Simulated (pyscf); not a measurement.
Thermochemistry of product channels of H₃Si–CH₂–SiH₃ + O atom (O) [triplet] on the triplet surface, in kJ/mol, from CCSD(T)/def2-TZVPP + ΔMP2(QZVPP) energies (ideal gas, 1 atm, RRHO with modes under 100 cm⁻¹ raised to 100, one conformer, R ln 2 for chiral ones without a mode under 150 cm⁻¹). PySCF, gas phase, ωB97X-D3(BJ)/def2-SVP geometries. MP2 and CC: frozen core, UHF for open shells. ΔMP2 is the change of the MP2 total energy from the triple- to the quadruple-zeta basis.

| products | ΔE | ΔH(298 K) | ΔG(900 K) | ΔG(1200 K) |
|---|---|---|---|---|
| silyl (SiH₃•) + •O–CH₂–SiH₃ | -5.5 | -11.3 | -47.1 | -56.3 |
| •O–SiH₃ + •H₂C–SiH₃ | -65.4 | -74.6 | -130.1 | -146.8 |

These are energies of the channels, which say nothing of barriers. •O–CH₂–SiH₃ lies 120.0 kJ/mol over its isomer H₃C–O–SiH₂• (electronic energy, ωB97M-D3(BJ)/def2-TZVP). •O–SiH₃ lies 104.0 kJ/mol over its isomer HO–SiH₂• (electronic energy, ωB97M-D3(BJ)/def2-TZVP). •O–CH₂–SiH₃ may be a fragile minimum: a first optimisation, from another start, lost the drawn bonds. The CCSD(T) − MP2 part came from Ansatz, without density fitting, on the same reference. Left out: orbital degeneracy and the spin-orbit lowering of O. The orbital near-degeneracy of the XH₃O or XH₃S radical is left out.
